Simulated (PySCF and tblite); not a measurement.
The numbers below are computed, except where a source is named.
C₅H₁₀O, numbered as in [CH2:1]=[CH:2][CH2:3][O:4][CH2:5][CH3:6].

Conformers came from 150 starts (ETKDG, MMFF94s, GFN2-xTB); geometries are GFN2-xTB. Weights use r2SCAN-D3(BJ)/def2-TZVP (IEF-PCM, chloroform) energies plus GFN2-xTB zero-point and thermal terms (modes under about 100 cm⁻¹ blended into free rotors). Symmetry numbers and mirror images are counted. Conformers within 3 kcal/mol (GFN2-xTB free energy) were kept, 10 at most. GIAO shieldings: KT3/pcSseg-1 (IEF-PCM, chloroform). Shifts are against TMS (¹H), TMS (¹³C) at the same level. Codes: tblite and PySCF.

Torsions listed: C1–C2–C3–O4, C2–C3–O4–C5, C3–O4–C5–C6. Of a mirror pair one member is shown.

```
conformer                shape   symmetry  E(GFN2) kcal/mol  E(DFT) kcal/mol
        1  -140°, -178°, -179°  C1 (pair)              1.21             0.36
        2     -133°, 68°, 180°  C1 (pair)              0.20             0.00
        3     -17°, -76°, 176°  C1 (pair)              0.80             0.39
        4      0°, -170°, -71°  C1 (pair)              1.27             0.75
        5   -128°, -75°, -171°  C1 (pair)              1.49             1.38
```

Not shown: 5 more, 9.2 % in all.

Question: How much do the weights at 298.15 K and the averaged shift of C1 depend on how the conformers are weighted?

Answer: 
```csv
weighting,1 (%),2 (%),3 (%),4 (%),5 (%),δ (ppm),rms dipole (D)
"DFT energy with thermal terms, symmetry and mirror images (full scheme)",32,31,14,9,5,110.4,1.42
DFT energy with symmetry and mirror images,19,36,19,10,3,110.6,1.42
bare DFT energy,19,36,19,10,3,110.6,1.42
GFN2-xTB energy with symmetry and mirror images,4,20,7,3,2,110.6,1.39
GFN2-xTB free energy,8,24,7,4,4,110.7,1.40
leading conformer alone,100,0,0,0,0,109.7,1.40
equal weights,10,10,10,10,10,109.8,1.48
"full scheme, search stopped after three starts",50,47,0,0,0,111.4,1.34
```

The largest departure from the full scheme, 0.9 ppm, comes with: full scheme, search stopped after three starts.

The minima are those of GFN2-xTB; planar forms about aryl–S or allylic bonds may be saddles in DFT. For its torsions the set is small; conformers may be missing.
